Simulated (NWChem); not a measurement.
Program: NWChem. System: formic acid (CH2O2), charge 0, spin multiplicity 1, at a geometry optimised with B3LYP/def2-SVP. Level: CCSD(T)/def2-TZVP, 3 core orbitals frozen.

Input file:

```
start mol
memory heap 100 mb stack 700 mb global 1900 mb
geometry units angstroms nocenter noautoz
  O      0.747088     0.832669     0.000000
  C      0.176815    -0.380089     0.000000
  O     -1.003952    -0.588672     0.000000
  H      0.027626     1.490420     0.000000
  H      0.966390    -1.161861     0.000000
  symmetry group Cs
end
basis spherical
  * library def2-tzvp
end
scf
  rhf
  nopen 0
  maxiter 100
  thresh 1e-7
  semidirect memsize 60000000 filesize 0
end
tce
  freeze core 3
  ccsd(t)
  2eorb
  2emet 13
  thresh 1e-6
  maxiter 100
  tilesize 24
end
task tce energy
```

NWChem printed:

```
             Northwest Computational Chemistry Package (NWChem) 7.3.0
             --------------------------------------------------------

                                NWChem Input Module
                                -------------------

 Scaling coordinates for geometry "geometry" by  1.889725989
 (inverse scale =  0.529177249)

 Turning off AUTOSYM since
 SYMMETRY directive was detected!

                             Geometry "geometry" -> ""
                             -------------------------

 Output coordinates in angstroms (scale by  1.889725989 to convert to a.u.)

  No.       Tag          Charge          X              Y              Z
 ---- ---------------- ---------- -------------- -------------- --------------
    1 O                    8.0000     0.74708800     0.83266900     0.00000000
    2 C                    6.0000     0.17681500    -0.38008900     0.00000000
    3 O                    8.0000    -1.00395200    -0.58867200     0.00000000
    4 H                    1.0000     0.02762600     1.49042000     0.00000000
    5 H                    1.0000     0.96639000    -1.16186100     0.00000000

 Effective nuclear repulsion energy (a.u.)      70.2315508159

            Nuclear Dipole moment (a.u.)
            ----------------------------
        X                 Y               Z
 ---------------- ---------------- ----------------
    -0.0000113384     0.0000018897     0.0000000000

      Symmetry information
      --------------------

 Group name             Cs
 Group number              2
 Group order               2
 No. of unique centers     5

      Symmetry unique atoms

     1    2    3    4    5


 Summary of "ao basis" -> "" (spherical)
 ------------------------------------------------------------------------------
       Tag                 Description            Shells   Functions and Types
 ---------------- ------------------------------  ------  ---------------------
 *                         def2-tzvp                  on all atoms

 Summary of "ao basis" -> "ao basis" (spherical)
 ------------------------------------------------------------------------------
[...]
     T(R) DIIS level shift : 0.00D+00
     T(I) DIIS level shift : 0.00D+00
   CC-T/L Amplitude update :  5-th order DIIS
                I/O scheme : Global Array Library
        L-threshold :  0.10D-05
        EOM-threshold :  0.10D-05
 no EOMCCSD initial starts read in
 TCE RESTART OPTIONS
 SLICE:      F
 D4D5:       F
 quantumc:   F
 qrotation:  F
 pwtce:      F
 qducc:      F
 nacto:                         0
 nrotv:                         0
 nrot:                          0

            Memory Information
            ------------------
          Available GA space size is     249025775 doubles
          Available MA space size is     104853124 doubles

 Maximum block size supplied by input
 Maximum block size        24 doubles

 tile_dim =     21

 -------------------------------------------------
   1    alpha     a'     7 doubles       0       1
   2    alpha     a"     2 doubles       7       2
   3    beta      a'     7 doubles       9       1
   4    beta      a"     2 doubles      16       2
   5    alpha     a'    21 doubles      18       5
   6    alpha     a'    21 doubles      39       6
   7    alpha     a'    21 doubles      60       7
   8    alpha     a"    15 doubles      81       8
   9    alpha     a"    15 doubles      96       9
  10    beta      a'    21 doubles     111       5
  11    beta      a'    21 doubles     132       6
  12    beta      a'    21 doubles     153       7
  13    beta      a"    15 doubles     174       8
  14    beta      a"    15 doubles     189       9

 Global array virtual files algorithm will be used

 Parallel file system coherency ......... OK

 4-electron integrals stored in orbital form

 v2    file size   =         11021959
 4-index algorithm nr.  13 is used
 imaxsize =       30
 imaxsize ichop =        0


CCSD iterations
 ---------------------------------------------------------
 Iter          Residuum       Correlation     Cpu    Wall
 ---------------------------------------------------------
    1   0.2102905440002  -0.6213800479132     1.1     1.1
    2   0.0492076099908  -0.6144321165778     1.2     1.2
    3   0.0161598650164  -0.6263458593313     1.3     1.3
    4   0.0076495770174  -0.6262947521044     1.3     1.3
    5   0.0029804961351  -0.6274083513845     1.3     1.3
    6   0.0012027425346  -0.6276285658040     1.3     1.3
    7   0.0006495275143  -0.6276542663023     1.3     1.3
    8   0.0002917601231  -0.6276739101137     1.3     1.3
    9   0.0001912924377  -0.6276743528722     1.3     1.3
   10   0.0000963906405  -0.6276832991712     1.3     1.3
   11   0.0000151804409  -0.6276891566381     1.3     1.3
   12   0.0000063426224  -0.6276892198523     1.3     1.3
   13   0.0000029355576  -0.6276893886716     1.3     1.3
   14   0.0000017453384  -0.6276893734441     1.3     1.3
   15   0.0000008679381  -0.6276893653695     1.3     1.3
 -----------------------------------------------------------------
 Iterations converged
 CCSD correlation energy / hartree =        -0.627689365369502
 CCSD total energy / hartree       =      -189.475792668627719

 Singles contributions

 Doubles contributions
 CCSD(T)
 Using plain CCSD(T) code
             total no. of tasks          295
 total no. of tasks / no. procs          295
                         wl_min        27000           5.5
                         wl_max      3176523          12.1
        thresh for no. of tasks          295

 CCSD[T]  correction energy / hartree =        -0.027212734925091
 CCSD[T] correlation energy / hartree =        -0.654902100294594
 CCSD[T] total energy / hartree       =      -189.503005403552805
 CCSD(T)  correction energy / hartree =        -0.025544477348544
 CCSD(T) correlation energy / hartree =        -0.653233842718046
 CCSD(T) total energy / hartree       =      -189.501337145976265

 Task  times  cpu:      109.8s     wall:      109.8s

 Total times  cpu:      109.9s     wall:      109.9s
```
